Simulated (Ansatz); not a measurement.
`CC1=NCO1` → `NCC=C=O`  (isomerisation)

Calculated with Ansatz (gas phase, PBE0-D4/def2-TZVP geometries, no zero-point term in ΔE). CBS: MP2 limit from def2 TZ/QZ plus the TZ coupled-cluster correction, frozen cores. Functionals use def2-TZVPP. One conformer a species, not always the lowest.

```
             level  ΔE (kcal/mol)
       LDA (SPW92)            0.0
        r2SCANh-D4           -3.6
            B2PLYP           -5.5
         CAM-B3LYP           -4.2
RPA@PBE/def2-TZVPP           -1.3
SCS-MP2/def2-TZVPP           -3.0
   CCSD/def2-TZVPP           -2.5
     HF/def2-QZVPP           -5.7
```

**Question.** What does CCSD(T)/CBS give? (An estimate is asked.)

**Answer.** The calculation gave: -2.7 kcal/mol. The listed levels differ from it by 2.7, -0.9, -2.8, -1.5, 1.4, -0.3, 0.2, -3.0 kcal/mol.

**Question.** What do rigid-rotor, harmonic-oscillator terms from PBE0-D4/def2-TZVP frequencies (298.15 K, 1 bar) make of the CCSD(T)/CBS value? (Estimate.)

**Answer.** The calculation gave: ΔZPE = -0.5 kcal/mol, ΔH = -2.6 kcal/mol, ΔS = 23 J/(mol·K), ΔG = -4.3 kcal/mol.

Largest T1 diagnostic among the species: 0.014.

Leaving LDA and LC-ωPBE aside and taking each functional with its dispersion term where it has one, the values, not all of them listed here, spread over 7.7 kcal/mol, from BLYP-D4 to ωB97X-V. LDA lies +4.0 kcal/mol from PBE without D4. In def2-TZVPP, CCSD(T) changes the Hartree–Fock value by +3.4 kcal/mol (the triples alone add +0.3 kcal/mol) and MP2 by +2.6 kcal/mol.
